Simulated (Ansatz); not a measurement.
Born–Oppenheimer molecular dynamics of CH$_{4}$BF (7 atoms, charge 0, multiplicity 1). It starts from a relaxed structure.

All numbers below come from RKS B3LYP-D4/def2-mTZVP in Ansatz 0.2.0.

```
ensemble        : NVT, Langevin thermostat
time step       : 0.5 fs
steps asked     : 166
set temperature : 300 K
friction        : 0.01 /fs
seed            : 138335
```

First frame:

```xyz
7
Properties=species:S:1:pos:R:3
B 0.025 -0.012 -0.005
H -0.045 -0.293 1.154
C 1.358 0.008 -0.809
H 1.830 -0.982 -0.782
H 1.243 0.307 -1.852
H 2.081 0.679 -0.331
F -1.129 0.294 -0.601
```

Q: How far do the bonds stretch over the last three quarters of this one trajectory? (Pairs bonded in most of those frames.)

A: 
```json
{"bond": "B1–H2", "mean (Å)": "1.198", "spread (Å)": "0.022", "shortest": "1.16", "longest": "1.24"}
{"bond": "B1–C3", "mean (Å)": "1.553", "spread (Å)": "0.052", "shortest": "1.47", "longest": "1.66"}
{"bond": "B1–F7", "mean (Å)": "1.330", "spread (Å)": "0.014", "shortest": "1.30", "longest": "1.35"}
{"bond": "C3–H4", "mean (Å)": "1.095", "spread (Å)": "0.012", "shortest": "1.06", "longest": "1.12"}
{"bond": "C3–H5", "mean (Å)": "1.097", "spread (Å)": "0.041", "shortest": "1.03", "longest": "1.17"}
{"bond": "C3–H6", "mean (Å)": "1.107", "spread (Å)": "0.042", "shortest": "1.04", "longest": "1.17"}
```

Mean temperature of the second half: 308 K. A run of 0.083 ps of so small a system gives no equilibrium averages.

The run took 4.8 min on 1 thread of Arm Neoverse V1, on a shared host, peak memory 0.11 GiB.
